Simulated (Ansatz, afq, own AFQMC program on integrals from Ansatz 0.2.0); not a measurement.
## BCN, triplet: AFQMC among the cluster methods

```yaml
atoms:
  - { symbol: B, position_ang: [0.0000, 0.0000, -3.6243] }
  - { symbol: C, position_ang: [0.0000, 0.0000, 1.2277] }
  - { symbol: N, position_ang: [0.0000, 0.0000, 2.3965] }
```

Connectivity, by distances: B ··· C–N.

Basis cc-pVDZ. Noble-gas cores (and the filled d shells of Ga–Kr and In–Xe) are frozen. Integrals, coupled cluster, full CI and functionals: Ansatz 0.2.0; the random walks run on the same integrals in our own AFQMC program. ph-AFQMC/CISD is guided by a CISD state made of CCSD amplitudes; releasing the constraint for a short imaginary time cuts its bias at the price of noise, slowly where states lie close. ± is one standard error of the sampling.

Determinant: ROHF, the one that the program's search chose, which needn't be the lowest solution. The geometry is a point of a scan.

No full CI on the walks' own integrals is used here; CCSDT(Q) serves as the reference and is uncertain by about the last step of the cluster series.

Cautions: lower spins were not checked; higher spins were not checked; a spin-contaminated unrestricted determinant lies lower (UHF 538 meV lower, ⟨S²⟩ 2.39); strong correlation (T1 0.050, weight of the determinant 0.79, largest double 0.13).

```
T1 diagnostic                               : 0.0501
weight of the determinant in the CISD state : 0.789
size of the correlated space                : 12 electrons in 39 orbitals
```

```csv
level,correlation energy (eV)
MP2,-8.3860
CCSD,-9.2987
CCSD(T),-9.6965
```

Problem. Estimate where phaseless AFQMC with the Hartree–Fock trial lies against CCSD(T) on the same integrals.

Solution. 5.41 ± 2.40 kcal/mol above CCSD(T).

Reference: CCSDT(Q), correlation energy -9.777 eV. The released energy is read at 2.40 1/Eh (meV from the phaseless value at times in 1/Eh: -60 ± 42 at 0.24, -47 ± 36 at 0.51, -79 ± 43 at 0.99, -55 ± 45 at 1.62, -34 ± 62 at 2.40).

| level | E − E(reference) (kcal/mol) | share of correlation (%) |
| --- | --- | --- |
| CCSD(T) | 1.86 | 99.18 |
| CCSDT | 0.99 | 99.56 |
| ph-AFQMC/HF | 7.26 ± 2.40 | 96.78 |
| ph-AFQMC/CISD | 2.65 ± 0.79 | 98.82 |
| released AFQMC | 1.87 ± 1.44 | 99.17 |

A walk keeps the symmetry of its determinant, which the program's search chose and which needn't be the lowest solution, so a lower state of the same spin and another symmetry isn't excluded. Released energies are given only where the last usable release times agree within the noise; a slower fall can still hide under it.
